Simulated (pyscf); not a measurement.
H₂N–Hf(Cl)(Cl)–NH–SiH₂–OH + H₂ → H₂N–Hf(NH₂)(Cl)–Cl + HO–SiH₃ (four-centre exchange; singlet surface; N–Si, H–H broken, H–N, H–Si formed). Structures and frequencies: ωB97X-D3(BJ)/def2-SVP in PySCF. Energies in eV from the separated reactants.

```tsv
level	barrier	reaction energy
ωB97X-D3(BJ)/def2-TZVP	(withheld)	+1.16
PBE/def2-TZVP	2.18	+0.68
PBE0-D3(BJ)/def2-TZVP	(withheld)	(withheld)
M06-2X/def2-TZVP	2.73	+1.11
ωB97M-D3(BJ)/def2-TZVP	2.53	+0.90
HF/def2-TZVP	3.45	+0.66
```

Some entries are withheld; supply them.


- ωB97X-D3(BJ)/def2-TZVP, barrier: 2.58
- PBE0-D3(BJ)/def2-TZVP, barrier: 2.32
- PBE0-D3(BJ)/def2-TZVP, reaction energy: +0.87

The functionals in the table span 0.55 eV in this barrier, from PBE to M06-2X. On the reactant side the descent ends in an adduct with a Hf–Si contact, 0.28 eV over the separated species and 2.31 eV under the saddle at ωB97X-D3(BJ)/def2-TZVP. On the product side the descent ends in an adduct with a H–Hf contact (not fully relaxed), 0.32 eV under the separated species and 1.75 eV under the saddle at ωB97X-D3(BJ)/def2-TZVP. At the saddle there is also a short H–Si contact that neither side keeps. H₂N–Hf(Cl)(Cl)–NH–SiH₂–OH is closed by a dative Hf–Si, Hf–O contact. This is the saddle that the search found; another between the same sides may lie lower. Elements past Kr carry the def2 core potentials, without spin-orbit coupling.
